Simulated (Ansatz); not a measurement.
# 1T (CdI2-type) TiTe2

Calculation: LDA in Ansatz (PAW).

Cell: relaxed at this level.

For 1T (CdI2-type) TiTe2, the interlayer binding energy comes out as 22.6 meV/Å², the layer repeat distance is 6.334 Å and the gap between the layers is 2.924 Å.

Note: the volume lies 8 % below that of the published cell.

Spin–orbit coupling is not included.

Ansatz is a quantum-chemistry and plane-wave program.
